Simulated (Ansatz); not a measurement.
We consider hcp Mg, described by LDA (Ansatz, a program for electronic structure, PAW).

Input file:

Ansatz 0.2 input:
```yaml
crystal:
  lattice:
    - [1.5771879023, -2.7317695798, 0.0]
    - [1.5771879023, 2.7317695798, 0.0]
    - [0.0, 0.0, 5.116907618]
  atoms:
    - { symbol: Mg, position: [0.3333333333, 0.6666666667, 0.25] }
    - { symbol: Mg, position: [0.6666666667, 0.3333333333, 0.75] }
basis:
  ecutwfc: 520
  ecutrho_ratio: 4
  xc_grid: 2
kpoints:
  mp_grid: { grid: [18, 18, 12] }
hamiltonian:
  xc: lda
  dispersion: none
  pseudopotentials: { kind: paw }
scf:
  occupations: { method: fermi_dirac, width: 0.05 }
output:
  forces: true
  stress: true
  eigenvalues: true
relax:
  f_tol: 0.004
  escape_saddle: false
  max_steps: 80
  cell: { stress_tol: 0.02, fix: [volume] }
```

The run printed, among other lines:

```
Relaxation: its limit of steps is 80 (relax.max_steps)
Crystal: 2 atoms, lattice volume = 44.093 Å³
Basis set: ecut = 520 eV, 1165 PW (Γ), exchange–correlation on 48×48×80 points (8 copies of the dense FFT grid, shifted against one another)
Bands: 14, of which v1, the nominal top of the filled ones, is band 10 counted from 1 (9 counted from 0)
Symmetry: 24 space group operations
Space group: P63/mmc (ITA 194), of the structure as read, at distance tolerance 3.5e-5 Å
k-points: 259 of 3888
Functional: x = slater, c = lda
SCF iter   1: F=—  HF=-3803.217150 eV  |F-HF|=—  |Δ(HF+E_count)|=         —  Δρ=6.39e-3  dr2=6.29e-3
SCF iter   2: F=—  HF=-3803.209636 eV  |F-HF|=—  |Δ(HF+E_count)|=   7.51e-3  Δρ=2.54e-3  dr2=1.40e-3
  ...
SCF 1 converged in 6 iterations: F = -3803.209135 eV  dr2 = 5.06e-11
Crystal: 2 atoms, lattice volume = 44.093 Å³
Initial density: handed on by an earlier stage of this run
SCF iter   2: F=—  HF=-3803.209135 eV  |F-HF|=—  |Δ(HF+E_count)|=   8.22e-8  Δρ=1.09e-7  dr2=4.85e-12
SCF iter   3: F=-3803.209135 eV  HF=-3803.209135 eV  |F-HF|=2.73e-12  |Δ(HF+E_count)|=  4.55e-13  Δρ=4.97e-8  dr2=6.93e-13
SCF 2 converged in 3 iterations: F = -3803.209135 eV  dr2 = 6.93e-13
SCF converged after 3 iterations
Free energy (F): -3803.209135 eV
Internal energy: -3803.202529 eV  (E = F + TS)
E sigma→0 (E₀):  -3803.205832 eV
Fermi energy:    5.771864 eV
--- Forces (eV/Å), atoms counted from 1 ---
  atom   1  Mg     0.00000000     0.00000000     0.00000000
  atom   2  Mg     0.00000000    -0.00000000     0.00000000
--- Stress (GPa, compression-positive) ---
       -0.758725      -0.000000       0.000000
       -0.000000      -0.758725       0.000000
        0.000000       0.000000      -0.752980
  P = ⅓ Tr σ = -0.7568 GPa (-7.568 kbar)
```

The cell is one volume of an energy–volume scan, off the minimum.

The PAW data were made under PBE.

The result took very roughly 13 core-seconds.
